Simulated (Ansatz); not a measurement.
**CH6NP: taking an electron away**

The task here is to estimate one member of a computed series from the others.

The runs use Ansatz 0.2.0, Gaussian basis; unrestricted cation, the program's frozen cores in correlated methods.

The runs, in order: UKS PBE-D4/def2-TZVPP; UKS r2SCAN-D4/def2-TZVPP; UKS PBE0-D4/def2-TZVPP; UKS B3LYP-D4/def2-TZVPP; UKS wB97X-V/def2-TZVPP; UKS wB97M-V/def2-TZVPP; UKS B2PLYP/def2-TZVPP; UHF-CCSD(T)/def2-TZVPP; UHF-MP2/def2-QZVPP; extrapolation to the limit; then −ε(HOMO) from the neutral's earlier runs with LDA (SPW92), PBE-D4, revPBE-D4, BLYP-D4, r2SCAN-D4, B97M-V, PBE0-D4, B3LYP-D4, r2SCANh-D4, r2SCAN0-D4, HSE06-D4, BHLYP-D4, CAM-B3LYP-D4, LC-ωPBE, ωB97X-V, ωB97M-V.

## The relaxed structure

An earlier PBE0-D4 in a triple-zeta def2 set relaxation fixed the geometry.

SMILES `CNP`, 9 atoms, charge 0, spin multiplicity 1.

Atoms are counted from 1 here; the program's logs count them from 0.

Bond lengths: C1–N2 1.448 Å, C1–H4 1.092 Å, C1–H5 1.093 Å, C1–H6 1.099 Å, N2–P3 1.699 Å, N2–H7 1.009 Å, P3–H8 1.420 Å, P3–H9 1.434 Å. Angles: N2–C1–H4 109.0°, N2–C1–H5 110.0°, N2–C1–H6 114.1°, H4–C1–H5 107.7°, H4–C1–H6 107.7°, H5–C1–H6 108.1°, C1–N2–P3 118.1°, C1–N2–H7 113.1°, P3–N2–H7 117.4°, N2–P3–H8 98.4°, N2–P3–H9 104.2°, H8–P3–H9 92.6°.

Set-up of the first run:

Input file in.yaml:

```yaml
crystal:
  periodic: [false, false, false]
  atoms:
    - {symbol: C, position_ang: [-0.327023, 0.845904, -0.843926]}
    - {symbol: N, position_ang: [0.456945, -0.175576, -0.180590]}
    - {symbol: P, position_ang: [-0.346764, -1.255855, 0.855186]}
    - {symbol: H, position_ang: [-1.266846, 0.407089, -1.186078]}
    - {symbol: H, position_ang: [0.207356, 1.215246, -1.723149]}
    - {symbol: H, position_ang: [-0.572822, 1.706284, -0.206428]}
    - {symbol: H, position_ang: [1.369320, 0.147308, 0.103254]}
    - {symbol: H, position_ang: [0.689152, -2.215934, 0.997952]}
    - {symbol: H, position_ang: [-0.120919, -0.720666, 2.166679]}
basis:
  gaussian: {orbitals: def2-TZVPP}
total_charge: 1
magnetization: {spin_polarized: true, initial_magnetization: 1}
hamiltonian: {xc: pbe, dispersion: d4}
```

The run is started by

```sh
ansatz run in.yaml --threads 2 --pin off --events-out ev --progress --plain --max-ram 4352MiB
```

Among the steps run: Cation, UKS PBE-D4/def2-TZVPP; Cation, UKS r2SCAN-D4/def2-TZVPP; Cation, UKS PBE0-D4/def2-TZVPP; Cation, UKS B3LYP-D4/def2-TZVPP; Cation, UKS wB97X-V/def2-TZVPP; Cation, UKS wB97M-V/def2-TZVPP; Cation, UKS B2PLYP (frozen core)/def2-TZVPP; Cation, UHF-CCSD(T)/def2-TZVPP; Cation, UHF-MP2/def2-QZVPP.

One of the session's tables, all rows but one given; the rest of the session is left out.

It belongs to the step «Ionisation energies side by side». Orbital estimates, from the neutral's runs:

| functional | −ε(HOMO) (eV) |
| --- | --- |
| LDA (SPW92) | 5.55 |
| PBE-D4 | 5.48 |
| revPBE-D4 | ? |
| BLYP-D4 | 5.37 |
| r2SCAN-D4 | 5.75 |
| B97M-V | 5.89 |
| PBE0-D4 | 6.82 |
| B3LYP-D4 | 6.60 |
| r2SCANh-D4 | 6.25 |
| r2SCAN0-D4 | 7.00 |
| HSE06-D4 | 6.41 |
| BHLYP-D4 | 8.05 |
| CAM-B3LYP-D4 | 8.19 |
| LC-ωPBE | 9.54 |
| ωB97X-V | 9.21 |
| ωB97M-V | 9.10 |

Estimate the missing values for revPBE-D4.

**Answer.** −ε(HOMO) (eV): 5.44. In the column «−ε(HOMO) (eV)» it lies between BLYP-D4 (5.37) and PBE-D4 (5.48).
